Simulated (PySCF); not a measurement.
Relaxation of singlet HSi(OH)

Computed with PySCF, PBE0, basis Si def2-TZVP, H def2-TZVP, O def2-TZVP (no relativity, density fitting). A (50,194) grid was used.

A hand-made linear (heavy-atom frame) start, of Cs symmetry, held to at least that symmetry:

Coordinates in bohr (charge 0 multiplicity 1):
```
Si   -0.0305    0.0000    1.2149
H    -0.0305    0.0000    4.0117
O    -0.0305    0.0000   -2.1677
H     1.3592    0.0000   -3.3339
```

Optimiser trace:
```
step  E − E(last) (kJ/mol)  largest gradient (Eh/bohr)
   0                377.50                     0.07424
   1                266.84                     0.07715
   2                153.23                     0.04285
   3                 91.83                     0.03933
   4                 66.65                     0.04632
   5                 44.25                     0.03642
   6                 18.82                     0.02358
   7                 11.64                     0.02046
   8                  7.17                     0.02793
   9                  2.42                     0.01064
  10                  0.51                     0.01278
  11                  0.48                     0.01290
  12                  0.00                     0.00119
  13                  0.00                     0.00026
```

It ends at Cs with O–H 0.960 Å, Si–H 1.548 Å, Si–O 1.653 Å; H–O–Si 118.9°, H–Si–O 97.8° (after a last refinement on a finer grid). A frequency run shows a minimum.

Final geometry:
Z-matrix (Å, degrees; charge 0 multiplicity 1):
```
Si
H  1 1.5478
O  1 1.6526 2 97.76
H  3 0.9600 1 118.89 2 0.00
```

The relaxation took 8.6 s on 2 threads of a shared Arm Neoverse V1 host, with 80 basis functions and 14 gradients; the process peaked at 0.51 GiB. Launch command: `OMP_NUM_THREADS=2 python axn.py task.json out`.
